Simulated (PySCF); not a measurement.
## B(OH)₂, doublet: computed properties

These are results of UPBE0/[B def2-TZVP, O def2-TZVP, H def2-TZVP], no relativity, density fitting, PySCF, not measurements.

The structure is a minimum.

```
Point group                                                                   : Cs
Bond lengths                                                                  : B–O 1.341 Å, B–O 1.355 Å, O–H 0.959 Å, O–H 0.967 Å
Bond angles                                                                   : B–O–H 113.4°, B–O–H 113.8°, O–B–O 123.3°
Atomisation energy without zero-point energy                                  : 1975 kJ/mol
Entropy at 298.15 K and 1 bar (electronic part: spin only)                    : 259.7 J/(mol K)
Rotational constants                                                          : 3.571, 0.3364, 0.3074 cm⁻¹
Principal quadrupole moments (Buckingham, traceless) about the centre of mass : -5.39, -1.65, 7.04 D Å
Heat capacity Cp at 298.15 K                                                  : 53.8 J/(mol K)
Highest occupied level (α)                                                    : -5.96 eV
Rotational symmetry number                                                    : 1
Dipole moment                                                                 : 1.66 D
Zero-point energy                                                             : 82.3 kJ/mol
Lowest empty level (β)                                                        : -1.31 eV
Enthalpy at 298.15 K above 0 K                                                : 12.01 kJ/mol
Principal polarisabilities                                                    : 21.2, 24.6, 30.0 bohr³
Spin squared ⟨S²⟩                                                             : 0.752
```

Harmonic modes (masses in u: B 11.009, O 15.995, H 1.008):
```json
{"symmetry": "a'", "ω (cm⁻¹)": "451", "IR (km/mol)": "42.7", "μ (u)": "2.99"}
{"symmetry": "a''", "ω (cm⁻¹)": "464", "IR (km/mol)": "224", "μ (u)": "1.09"}
{"symmetry": "a''", "ω (cm⁻¹)": "570", "IR (km/mol)": "15.9", "μ (u)": "1.45"}
{"symmetry": "a'", "ω (cm⁻¹)": "957", "IR (km/mol)": "64.7", "μ (u)": "1.11"}
{"symmetry": "a'", "ω (cm⁻¹)": "969", "IR (km/mol)": "116", "μ (u)": "1.91"}
{"symmetry": "a'", "ω (cm⁻¹)": "1209", "IR (km/mol)": "166", "μ (u)": "3.89"}
{"symmetry": "a'", "ω (cm⁻¹)": "1457", "IR (km/mol)": "302", "μ (u)": "8.79"}
{"symmetry": "a'", "ω (cm⁻¹)": "3762", "IR (km/mol)": "17.3", "μ (u)": "1.06"}
{"symmetry": "a'", "ω (cm⁻¹)": "3913", "IR (km/mol)": "130", "μ (u)": "1.07"}
```

Charges (e):
| atom | Mulliken | Löwdin | polar tensor | spin (Mulliken) | Mayer order to B1 |
| --- | --- | --- | --- | --- | --- |
| B1 | 0.11 | -0.77 | 0.77 | 0.94 | – |
| O2 | -0.40 | 0.19 | -0.66 | -0.01 | 1.39 |
| O3 | -0.38 | 0.17 | -0.70 | 0.02 | 1.31 |
| H4 | 0.31 | 0.20 | 0.27 | 0.06 | 0.08 |
| H5 | 0.35 | 0.21 | 0.32 | -0.02 | 0.00 |
Other Mayer orders above 0.3: O–H 0.86 (×2).

Mulliken populations on B1: s 3.03, p 1.59, d 0.23, f 0.03.

Only a few start shapes were tried, so a lower isomer may exist.

The final relaxation and frequency run took about 5 core-minutes on a shared host.
